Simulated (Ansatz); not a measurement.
Two structures, one formula

The two ends of one reaction step of CH₄OSi, singlet (PBE0-D4/def2-TZVP).

A:

```
7
angstrom
H 0.2537 -0.7070 1.1474
Si 0.4222 -0.8778 -0.6310
C -0.5693 0.7850 -0.4489
H -0.2172 1.6187 -1.1109
O -1.5574 0.9497 0.2238
H -0.0732 -1.4324 0.9457
H 1.7414 -0.3363 -0.1261
```

B:

```xyz
7
angstrom
H -1.6335 0.0585 1.0633
Si 0.8294 -0.6719 -0.2082
C -0.3434 0.6050 -0.2347
H -0.2008 1.4124 -0.9494
O -1.5290 0.7476 0.4003
H 0.7707 -1.7253 0.8290
H 2.1066 -0.4263 -0.9003
```

Ansatz 0.2.0; basis: def2-TZVPP; cores frozen in the correlated methods. B3LYP uses VWN-RPA correlation.

**Question.** Which structure is lower at CCSD(T), and by how much? (An estimate is asked for; the value comes from the calculation.)

**Answer.** By the calculation: B, by 116.6 kJ/mol (electronic energy, against the other). By their contacts, A is a complex of CH₂OSi ([O][CH][SiH]) + H₂ and B is CH₄OSi ([OH][CH][SiH2]).

All methods give the same order:

```
      method  E(B) − E(A) (kJ/mol)
       SPW92                -116.1
      PBE-D4                -102.4
     BLYP-D4                 -97.5
   r2SCAN-D4                -116.1
      B97M-V                -109.5
     PBE0-D4                -112.1
    B3LYP-D4                -106.7
  r2SCAN0-D4                -120.3
    BHLYP-D4                -115.3
CAM-B3LYP-D4                -111.1
     wB97X-V                -108.5
     wB97M-V                -102.6
      B2PLYP                -112.6
    PBE-QIDH                -120.7
  RPA on PBE                -111.6
          HF                -114.4
         MP2                -121.8
        CCSD                -115.6
     CCSD(T)                -116.6
```

No T1 diagnostic of these runs exceeds 0.018. The restricted Hartree–Fock reference is unstable towards an unrestricted one at one or more of these structures.

Labels in which every atom is bracketed show which atoms are joined, not bond orders.

For scale, one of the runs: CCSD(T)/def2-TZVPP, 160 basis functions, launched by `ansatz run in.yaml --threads 2 --pin off --events-out ev --progress --plain --max-ram 4352MiB`. The run took 19 s on 2 CPU threads (shared host), with 1.2 GiB of host memory at its peak.
